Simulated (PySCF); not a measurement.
## Shapes and spin states of Mg3

These are results of PySCF, PBE0, basis Mg def2-TZVP (no relativity, density fitting), not measurements.

Relaxations began from a few typed shapes and spin states; open shells are unrestricted. The search is not exhaustive: other isomers or separated fragments can lie lower, and high-lying points may rest on an excited occupation.

```json
{"spin": "singlet", "group": "D3h", "bonds": "Mg–Mg 3.297 Å (×3)", "angles": "Mg–Mg–Mg 60.0° (×3)", "imaginary modes (cm⁻¹)": "none", "ΔE (kJ/mol)": "0.0", "ΔE with ZPE (kJ/mol)": "0.0"}
{"spin": "singlet", "group": "D∞h", "bonds": "Mg–Mg 3.511 Å (×2)", "angles": "Mg–Mg–Mg 180.0°", "imaginary modes (cm⁻¹)": "none", "ΔE (kJ/mol)": "22.1", "ΔE with ZPE (kJ/mol)": "21.0"}
{"spin": "triplet", "group": "C2v", "bonds": "Mg–Mg 2.827 Å (×2), Mg–Mg 3.430 Å", "angles": "Mg–Mg–Mg 52.7° (×2), Mg–Mg–Mg 74.7°", "imaginary modes (cm⁻¹)": "none", "ΔE (kJ/mol)": "116.4", "ΔE with ZPE (kJ/mol)": "117.0"}
{"spin": "triplet", "group": "C2v", "bonds": "Mg–Mg 2.725 Å, Mg–Mg 3.129 Å (×2)", "angles": "Mg–Mg–Mg 51.6°, Mg–Mg–Mg 64.2° (×2)", "imaginary modes (cm⁻¹)": "1 found", "ΔE (kJ/mol)": "118.4", "ΔE with ZPE (kJ/mol)": "–"}
{"spin": "triplet", "group": "C2v", "bonds": "Mg–Mg 2.889 Å (×2)", "angles": "Mg–Mg–Mg 133.1°", "imaginary modes (cm⁻¹)": "none", "ΔE (kJ/mol)": "121.8", "ΔE with ZPE (kJ/mol)": "121.7"}
{"spin": "triplet", "group": "D∞h", "bonds": "Mg–Mg 2.874 Å (×2)", "angles": "Mg–Mg–Mg 180.0°", "imaginary modes (cm⁻¹)": "none", "ΔE (kJ/mol)": "121.8", "ΔE with ZPE (kJ/mol)": "122.1"}
```

The lowest minimum found is the singlet D3h: Mg–Mg 3.297 Å (×3); Mg–Mg–Mg 60.0° (×3).

The electron or spin density has lower symmetry than the nuclear frame for the triplet D∞h at 121.8 kJ/mol.
